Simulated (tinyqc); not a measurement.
Inside a calculation. Method: UKS/LDA (PW92) in the sto-3g basis, for NH, spin multiplicity 3. One step of it, computed by the program tinyqc.

Task: Iteration 1: building the Kohn-Sham matrix. J_ij = sum D_kl (ij|kl) with D = D(alpha) + D(beta); F = H + J + V_xc; E = tr D H + tr D J / 2 + E_xc + E_nn.

D(alpha) at the start, lower triangle:
```
,1N 1s,1N 2s,1N 2px,1N 2py,1N 2pz,2H 1s
1N 1s,1.053004
1N 2s,-0.226420,0.970477
1N 2px,0.000000,0.000000,1.000000
1N 2py,0.000000,0.000000,0.000000,1.000000
1N 2pz,0.018614,-0.070869,0.000000,0.000000,0.944637
2H 1s,-0.048098,0.156792,0.000000,0.000000,0.102907,0.039390
```

D(beta) at the start, lower triangle:
```
,1N 1s,1N 2s,1N 2px,1N 2py,1N 2pz,2H 1s
1N 1s,1.053004
1N 2s,-0.226420,0.970477
1N 2px,0.000000,0.000000,0.000000
1N 2py,0.000000,0.000000,0.000000,0.000000
1N 2pz,0.018614,-0.070869,0.000000,0.000000,0.944637
2H 1s,-0.048098,0.156792,0.000000,0.000000,0.102907,0.039390
```

core Hamiltonian H = T + V (hartree), lower triangle:
```
,1N 1s,1N 2s,1N 2px,1N 2py,1N 2pz,2H 1s
1N 1s,-24.513226
1N 2s,-5.636108,-6.575272
1N 2px,0.000000,0.000000,-5.215362
1N 2py,0.000000,0.000000,0.000000,-5.215362
1N 2pz,-0.005859,-0.074554,0.000000,0.000000,-5.252928
2H 1s,-0.321616,-0.932617,0.000000,0.000000,-0.862843,-2.688334
```

Two-electron integrals (ij|kl) in chemists' order, unique and non-zero (hartree):
```
i,j,k,l,(ij|kl)
1,1,1,1,4.166630
2,1,1,1,0.640849
2,1,2,1,0.117461
2,2,1,1,0.969864
2,2,2,1,0.220936
2,2,2,2,0.708245
3,1,3,1,0.020960
3,2,3,1,0.032452
3,2,3,2,0.156449
3,3,1,1,0.967124
3,3,2,1,0.220977
3,3,2,2,0.708086
3,3,3,3,0.762805
4,1,4,1,0.020960
4,2,4,1,0.032452
4,2,4,2,0.156449
4,3,4,3,0.041119
4,4,1,1,0.967124
4,4,2,1,0.220977
4,4,2,2,0.708086
4,4,3,3,0.680568
4,4,4,4,0.762805
5,1,5,1,0.020960
5,2,5,1,0.032452
5,2,5,2,0.156449
5,3,5,3,0.041119
5,4,5,4,0.041119
5,5,1,1,0.967124
5,5,2,1,0.220977
5,5,2,2,0.708086
5,5,3,3,0.680568
5,5,4,4,0.680568
5,5,5,5,0.762805
6,1,1,1,0.036572
6,1,2,1,0.006656
6,1,2,2,0.012472
6,1,3,3,0.012449
6,1,4,4,0.012449
6,1,5,1,0.000321
6,1,5,2,0.000612
6,1,5,5,0.012522
6,1,6,1,0.000383
6,2,1,1,0.116015
6,2,2,1,0.026874
6,2,2,2,0.099067
6,2,3,3,0.096950
6,2,4,4,0.096950
6,2,5,1,0.002188
6,2,5,2,0.018838
6,2,5,5,0.103196
6,2,6,1,0.001564
6,2,6,2,0.020308
6,3,3,1,0.002373
6,3,3,2,0.014900
6,3,5,3,0.003533
6,3,6,3,0.002282
6,4,4,1,0.002373
6,4,4,2,0.014900
6,4,5,4,0.003533
6,4,6,4,0.002282
6,5,1,1,0.105767
6,5,2,1,0.024762
6,5,2,2,0.097180
6,5,3,3,0.092992
6,5,4,4,0.092992
6,5,5,1,0.003984
6,5,5,2,0.030984
6,5,5,5,0.105442
6,5,6,1,0.001482
6,5,6,2,0.023878
6,5,6,5,0.029929
6,6,1,1,0.317355
6,6,2,1,0.074566
6,6,2,2,0.315017
6,6,3,3,0.304205
6,6,4,4,0.304205
6,6,5,1,0.005744
6,6,5,2,0.070432
6,6,5,5,0.336375
6,6,6,1,0.004338
6,6,6,2,0.092652
6,6,6,5,0.122450
6,6,6,6,0.774606
```

nuclear repulsion = 2.22610606 hartree

V_xc(alpha) (hartree), lower triangle:
```
,1N 1s,1N 2s,1N 2px,1N 2py,1N 2pz,2H 1s
1N 1s,-2.560420
1N 2s,-0.368998,-0.714635
1N 2px,0.000000,0.000000,-0.707586
1N 2py,0.000000,0.000000,0.000000,-0.707586
1N 2pz,0.000799,0.003605,0.000000,0.000000,-0.716356
2H 1s,-0.021158,-0.088205,0.000000,0.000000,-0.082723,-0.252224
```

V_xc(beta) (hartree), lower triangle:
```
,1N 1s,1N 2s,1N 2px,1N 2py,1N 2pz,2H 1s
1N 1s,-2.530658
1N 2s,-0.346906,-0.604524
1N 2px,0.000000,0.000000,-0.572415
1N 2py,0.000000,0.000000,0.000000,-0.572415
1N 2pz,0.000997,0.004794,0.000000,0.000000,-0.655528
2H 1s,-0.019982,-0.079134,0.000000,0.000000,-0.078379,-0.249889
```

E_xc = sum of w rho eps_xc = -6.92986524 hartree

Give: Coulomb J; F(alpha); F(beta); total energy of this density.

Result:

Coulomb J (hartree), lower triangle:
```
,1N 1s,1N 2s,1N 2px,1N 2py,1N 2pz,2H 1s
1N 1s,13.9727
1N 2s,2.5632,6.0956
1N 2px,0.0000,0.0000,6.0608
1N 2py,0.0000,0.0000,0.0000,6.0608
1N 2pz,-0.0042,-0.0119,0.0000,0.0000,6.1455
2H 1s,0.1455,0.8255,0.0000,0.0000,0.8023,2.6053
```

F(alpha) (hartree), lower triangle:
```
,1N 1s,1N 2s,1N 2px,1N 2py,1N 2pz,2H 1s
1N 1s,-13.1010
1N 2s,-3.4419,-1.1943
1N 2px,0.0000,0.0000,0.1379
1N 2py,0.0000,0.0000,0.0000,0.1379
1N 2pz,-0.0093,-0.0829,0.0000,0.0000,0.1762
2H 1s,-0.1973,-0.1953,0.0000,0.0000,-0.1433,-0.3352
```

F(beta) (hartree), lower triangle:
```
,1N 1s,1N 2s,1N 2px,1N 2py,1N 2pz,2H 1s
1N 1s,-13.0712
1N 2s,-3.4199,-1.0842
1N 2px,0.0000,0.0000,0.2730
1N 2py,0.0000,0.0000,0.0000,0.2730
1N 2pz,-0.0091,-0.0817,0.0000,0.0000,0.2370
2H 1s,-0.1961,-0.1862,0.0000,0.0000,-0.1389,-0.3329
```

total energy of this density = -53.562375 hartree
